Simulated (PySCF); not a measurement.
Isomers C$_{4}$H$_{7}$N:

A. N-Methyl Propargyl Amine (C(#C)CNC)
B. `C1(=C)C[C@@H]1N`
C. SMILES [C@H]12[C@@H](N)[C@H]1C2

Spectrum 1. $^{13}$C{$^{1}$H} NMR (computed): δ 145.5 (C), 110.6 (CH2), 31.1 (CH), 16.3 (CH2).

Spectrum 2. $^{13}$C{$^{1}$H} NMR (computed): δ 87.0 (C), 78.3 (CH), 42.8 (CH2), 37.3 (CH3).

Spectrum 3. $^{13}$C{$^{1}$H} NMR (computed): δ 54.5 (CH), 25.1 (CH2), 10.0 (CH).

How the numbers were obtained: GFN2-xTB structure, shieldings: GIAO PBE0/pcSseg-1, B3LYP/pcJ-1 coupling constants (spin–dipole term left out of most H,H and C,H couplings), in PySCF (in vacuum, a single conformation, non-relativistic, averaged over atoms made equivalent by symmetry, fast rotation or ring inversion).

Chemical shifts δ = σref − σ; TMS for $^{13}$C (186.93 ppm), all at this level. Shifts are as computed. Against solution values, carbons near 30 ppm lie about +3 ppm off and those near 130 ppm about +5 ppm. Of 1211 compounds with measured shifts, 218 miss one by over three times the rms of a fit or turn the order of signals round; such compounds aren't used in these exercises.

Q: Which spectrum belongs to which compound?

A: 1–B, 2–A, 3–C.

- Spectrum 1 (B): 4 $^{13}$C signals; δC 145.5 is a fully substituted alkene carbon; δC 110.6 is a terminal =CH2 carbon.
- Spectrum 2 (A): 4 $^{13}$C signals; δC 87.0 is an alkyne carbon; δC 78.3 is a terminal alkyne carbon.
- Spectrum 3 (C): 3 $^{13}$C signals; δC 54.5 is a three-membered-ring carbon; δC 25.1 is a three-membered-ring carbon.
